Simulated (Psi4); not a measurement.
# BH3 (borane) at wB97X/def2-TZVPPD

What is the energy change on altering one bond length of BH3 (borane) at wB97X/def2-TZVPPD? 

The calculation is run with Psi4 1.11.

## Step 1: The structure to begin with

BH3 has 4 atoms, charge 0, and is taken as a singlet. As SMILES, `B`. Geometry: relaxed at PBE0-D4/def2-TZVP.

Bond lengths: B1–H2 1.193 Å, B1–H3 1.193 Å, B1–H4 1.193 Å. Angles: H2–B1–H3 120.0°, H2–B1–H4 120.0°, H3–B1–H4 120.0°.

## Step 2: Energy and forces at wB97X/def2-TZVPPD

Input file job.inp:

```
memory 1600 mb

molecule geom {
  B
  H 1 1.193489
  H 1 1.193493 2 120.00312
  H 1 1.193451 2 119.99514 3 179.98694
  symmetry c1
}

set {
  puream true
  e_convergence 1e-09
  d_convergence 1e-08
  scf_type pk
  dft_radial_points 99
  dft_spherical_points 590
}

e_tot, wfn = gradient("wb97x/def2-TZVPPD", return_wfn=True)
oeprop(wfn, "DIPOLE", "QUADRUPOLE", "WIBERG_LOWDIN_INDICES")
print_variables()
```

Command:

```
$ psi4 -n 1 job.inp job.out
```

job.out:

```text
[...]
  Running in c1 symmetry.
[...]
  Nuclear repulsion =    7.418840106720390
[...]
  Multiplicity = 1
[...]
  Nalpha       = 4
  Nbeta        = 4
[...]
    Number of basis functions: 88
[...]
   @RKS iter   1:   -26.59398734874103   -6.71736e-01   1.55706e-03 ADIIS/DIIS
[...]
   @RKS iter   8:   -26.60590660599108   -8.03269e-12   1.57181e-09 DIIS
[...]
    Orbital Energies [Eh]
    ---------------------
    Doubly Occupied:
       1A     -6.856081     2A     -0.635576     3A     -0.459784
       4A     -0.459775
[...]
  @RKS Final Energy:   -26.60590660599108
   => Energetics <=
    Nuclear Repulsion Energy =              7.4188401067203902
    One-Electron Energy =                 -49.0712236632030354
    Two-Electron Energy =                  18.3681123756646372
    DFT Exchange-Correlation Energy =      -3.3216354251730715
    Empirical Dispersion Energy =           0.0000000000000000
    VV10 Nonlocal Energy =                  0.0000000000000000
    Total Energy =                        -26.6059066059910805
[...]
  -Total Gradient:
     Atom            X                  Y                   Z
    ------   -----------------  -----------------  -----------------
       1       -0.000017712622    -0.000010987146    -0.000010067529
       2        0.000005866590    -0.000006926392     0.000581414365
       3        0.000005866312     0.000505882576    -0.000293182551
       4        0.000005977170    -0.000489994183    -0.000278445791
[...]
 Multipole Moments:
 ------------------------------------------------------------------------------------
     Multipole            Electronic (a.u.)      Nuclear  (a.u.)        Total (a.u.)
 ------------------------------------------------------------------------------------
 L = 1.  Multiply by 2.5417464519 to convert [e a0] to [Debye]
 Dipole X            :         -0.0002556            0.0001894           -0.0000662
 Dipole Y            :          0.0000313           -0.0000376           -0.0000063
 Dipole Z            :         -0.0000531            0.0000389           -0.0000142
 Magnitude           :                                                    0.0000680
 L = 2.  Multiply by 1.3450342976 to convert [e a0^2] to [Debye ang]
 Quadrupole XX       :         -5.3657764            0.0000002           -5.3657762
 Quadrupole XY       :          0.0010503           -0.0008696            0.0001807
[...]
```

Wall time 11 s (1 thread of Intel Xeon 6975P-C (Granite Rapids), shared host); peak memory 0.95 GiB.

## Step 3: The distorted shape, same level

Input file job.json:

```json
{
 "schema_name": "qcschema_input",
 "schema_version": 1,
 "molecule": {
  "schema_name": "qcschema_molecule",
  "schema_version": 2,
  "symbols": ["B", "H", "H", "H"],
  "geometry": [0.30035307, 1.06431454, -0.05508174, 2.13017488, 1.81415787, 1.02943209, -0.52194236, -2.21438107, 0.08125822, -0.98144816, 2.5005064, -1.23011344],
  "molecular_charge": 0,
  "molecular_multiplicity": 1,
  "fix_symmetry": "c1"
 },
 "driver": "gradient",
 "model": {
  "method": "wb97x",
  "basis": "def2-TZVPPD"
 },
 "keywords": {
  "puream": true,
  "e_convergence": 1e-09,
  "d_convergence": 1e-08,
  "scf_type": "pk",
  "dft_radial_points": 99,
  "dft_spherical_points": 590,
  "scf_properties": ["MULLIKEN_CHARGES", "QUADRUPOLE", "LOWDIN_CHARGES"]
 }
}
```

Command:

```
$ psi4 --qcschema job.json -n 1 --memory 1600MB
```

stdout, shortened:

```text
[...]
  Running in c1 symmetry.
[...]
  Nuclear repulsion =    6.574802649345302
[...]
  Multiplicity = 1
[...]
  Nalpha       = 4
  Nbeta        = 4
[...]
    Number of basis functions: 88
[...]
   @RKS iter   1:   -26.52676946846061   -7.20571e-01   1.24656e-03 DIIS/ADIIS
[...]
   @RKS iter   8:   -26.53632232059291   -6.37499e-11   6.94473e-09 DIIS
[...]
  @RKS Final Energy:   -26.53632232059291
   => Energetics <=
    Nuclear Repulsion Energy =              6.5748026493453020
    One-Electron Energy =                 -47.2731009189633937
    Two-Electron Energy =                  17.3926205775095255
    DFT Exchange-Correlation Energy =      -3.2306446284843409
    Empirical Dispersion Energy =           0.0000000000000000
    VV10 Nonlocal Energy =                  0.0000000000000000
    Total Energy =                        -26.5363223205929089
[...]
 Multipole Moments:
 ------------------------------------------------------------------------------------
     Multipole            Electronic (a.u.)      Nuclear  (a.u.)        Total (a.u.)
 ------------------------------------------------------------------------------------
 L = 1.  Multiply by 2.5417464519 to convert [e a0] to [Debye]
 Dipole X            :          0.2138388           -0.1166889            0.0971499
 Dipole Y            :          0.8521759           -0.4648672            0.3873087
 Dipole Z            :         -0.0356415            0.0194948           -0.0161467
 Magnitude           :                                                    0.3996334
 L = 2.  Multiply by 1.3450342976 to convert [e a0^2] to [Debye ang]
 Quadrupole XX       :        -12.5130394            5.6597307           -6.8533086
 Quadrupole XY       :         -2.4786435            2.1965431           -0.2821004
[...]
  Mulliken Charges: (a.u.)
   Center  Symbol    Alpha    Beta     Spin     Total
[...]
  -Total Gradient:
     Atom            X                  Y                   Z
    ------   -----------------  -----------------  -----------------
       1        0.016002774740     0.063819192183    -0.002674521763
       2        0.001028014058     0.007078343765    -0.000794609951
       3       -0.019478749577    -0.077657525436     0.003231518090
       4        0.002446915481     0.006755772716     0.000237776324
[...]
```

The result, in JSON:

```text
{
 "driver": "gradient",
 "model": {
  "method": "wb97x",
  "basis": "def2-TZVPPD"
 },
 "success": true,
 "return_result": [0.016002774739782868, 0.06381919218264659, -0.002674521762712059, 0.0010280140580888608, 0.007078343765249406, -0.0007946099512526963, -0.019478749577342587, -0.07765752543608168, 0.0032315180903310678, 0.0024469154805299015, 0.006755772716391065, 0.00023777632381035557],
 "properties": {
  "calcinfo_nbasis": 88,
  "calcinfo_nmo": 88,
  "calcinfo_nalpha": 4,
  "calcinfo_nbeta": 4,
  "calcinfo_natom": 4,
  "nuclear_repulsion_energy": 6.574802649345302,
  "return_energy": -26.53632232059291,
  "return_gradient": [0.016002774739782868, 0.06381919218264659, -0.002674521762712059, 0.0010280140580888608, 0.007078343765249406, -0.0007946099512526963, -0.019478749577342587, -0.07765752543608168, 0.0032315180903310678, 0.0024469154805299015, 0.006755772716391065, 0.00023777632381035557],
  "scf_one_electron_energy": -47.273100918963394,
  "scf_two_electron_energy": 17.392620577509526,
  "scf_xc_energy": -3.230644628484341,
  "scf_dipole_moment": [0.09714989454818118, 0.3873086865624109, -0.01614674931888048],
  "scf_total_energy": -26.53632232059291,
  "scf_total_gradient": [0.016002774739782868, 0.06381919218264659, -0.002674521762712059, 0.0010280140580888608, 0.007078343765249406, -0.0007946099512526963, -0.019478749577342587, -0.07765752543608168, 0.0032315180903310678, 0.0024469154805299015, 0.006755772716391065, 0.00023777632381035557],
  "scf_iterations": 8
 }
}
```

It took 9.9 s on 1 thread of Intel Xeon 6975P-C (Granite Rapids), shared host; peak memory 0.94 GiB.

## Step 4: Outcome

Level: wB97X/def2-TZVPPD.

```
                                                         quantity         value
                                        first shape: total energy  -26.60591 Eh
                                       first shape: dipole moment        0.00 D
                                         first shape: HOMO energy     -12.51 eV
                                         first shape: LUMO energy       0.39 eV
                                       first shape: HOMO–LUMO gap      12.90 eV
                            first shape: largest force on an atom    0.030 eV/Å
                                    distorted shape: total energy  -26.53632 Eh
                                   distorted shape: dipole moment        1.02 D
                                     distorted shape: HOMO energy     -10.77 eV
                                     distorted shape: LUMO energy       0.06 eV
                                   distorted shape: HOMO–LUMO gap      10.83 eV
                        distorted shape: largest force on an atom    4.120 eV/Å
energy change with the B1–H3 bond stretched from 1.193 to 1.790 Å      1.893 eV
```

**Reading.** With the B1–H3 bond stretched from 1.193 to 1.790 Å the energy rises by 1.89 eV (44 kcal/mol). The first shape isn't relaxed at this level, so the change isn't measured from a minimum.
